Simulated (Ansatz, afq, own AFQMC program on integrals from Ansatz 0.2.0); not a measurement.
BGe, quartet: AFQMC among the cluster methods

```xyz
2

Ge    0.0000    0.0000    0.0000
B     0.0000    0.0000    2.1540
```

Basis cc-pVDZ. Noble-gas cores (and the filled d shells of Ga–Kr and In–Xe) are frozen. AFQMC by an in-house program on the Cholesky factors that Ansatz 0.2.0 writes for its CCSD(T) run. ph-AFQMC/CISD is guided by a CISD state made of CCSD amplitudes; releasing the constraint for a short imaginary time cuts its bias at the price of noise, slowly where states lie close. Error bars are statistical, one sigma. No spin–orbit coupling.

Determinant: ROHF, the one that the program's search chose, which needn't be the lowest solution. The geometry is a point of a scan.

Full CI on the same integrals is exact in this basis and with this determinant's frozen core.

Cautions: no relativity below Rb; no spin-orbit coupling; inner d shell frozen; lower spins were not checked; the released energy hasn't reached full CI (16 meV above it at 2.40 1/Eh), so no released level is given (meV from the phaseless value at times in 1/Eh: -9 ± 3 at 0.24, -16 ± 3 at 0.51, -25 ± 3 at 0.99, -33 ± 3 at 1.62, -34 ± 6 at 2.40).

```
T1 diagnostic                               : 0.0382
weight of the determinant in the CISD state : 0.859
size of the correlated space                : 7 electrons in 26 orbitals
```

```
  level  correlation energy (eV)
    MP2                  -3.1038
   CCSD                  -3.8821
CCSD(T)                  -4.0950
```

(1) Estimate where phaseless AFQMC with a CISD trial lies against CCSD(T) on the same integrals.

(1) 0.79 ± 0.13 mEh below CCSD(T).

Reference: full CI, correlation energy -4.167 eV.

```
        level  E − E(reference) (mEh)  share of correlation (%)
      CCSD(T)                    2.65                     98.27
        CCSDT                    0.76                     99.50
     CCSDT(Q)                    0.15                     99.90
       CCSDTQ                    0.04                     99.97
ph-AFQMC/CISD             1.86 ± 0.13                     98.79
```

CCSDT and higher add their correlation energy to the determinant of the CCSD(T) run, since their own runs factorise the integrals more tightly (a shift of under 2 meV). A walk keeps the symmetry of its determinant, which the program's search chose and which needn't be the lowest solution, so a lower state of the same spin and another symmetry isn't excluded.
